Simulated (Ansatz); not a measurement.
# BCl, triplet: stretch scan

Starting geometry (PBE0/def2-TZVP stationary point for this spin):

```xyz
2

B     0.0000    0.0000    0.0000
Cl    0.0000    0.0000    1.6966
```

From there Cl2 moves along the line of the two atoms named below, all else staying in place; atoms are numbered as listed. Energies are in eV, counted from the starting geometry at the same level. Kohn–Sham curves are unrestricted where that lies lower.

Basis 6-31G; Ansatz 0.2.0. Correlated methods freeze the noble-gas cores.

The reference follows the lowest state, whose symmetry changes along the scan.

Full CI is exact within this basis and frozen core; it isn't the basis-set limit.

| distance B1-Cl2 (Å) | wB97M-V |
| --- | --- |
| 1.333 | 4.739 |
| 1.543 | 0.795 |
| 1.697 | 0.000 |
| 1.842 | -0.032 |
| 2.024 | 0.354 |
| 2.364 | 1.300 |
| 2.746 | 1.821 |
| 3.137 | 1.962 |
| 3.816 | 2.002 |
| 4.675 | 2.020 |
| 5.654 | 2.034 |

Q: Estimate the full CI curve in 6-31G from this one, knowing how wB97M-V differs from it in such a basis.

A: The computed full CI values, in eV from the starting point, and the difference of wB97M-V against them:
```csv
distance B1-Cl2 (Å),full CI,wB97M-V less full CI
1.333,5.098,-0.359
1.543,0.914,-0.119
1.697,0.000,0.000
1.842,-0.120,0.088
2.024,0.173,0.181
2.364,0.999,0.301
2.746,1.526,0.295
3.137,1.625,0.337
3.816,1.599,0.403
4.675,1.617,0.403
5.654,1.630,0.404
```

wB97M-V at 5.654 Å lies 0.404 eV (25 %) above the reference in this basis.

In so small a basis the reference is far from its limit while semilocal and hybrid functionals are nearer theirs, so the functionals' errors here hold much of the reference's basis and frozen-core error, which can add to them or hide them. The set has no polarisation functions, which weighs most on the reference.
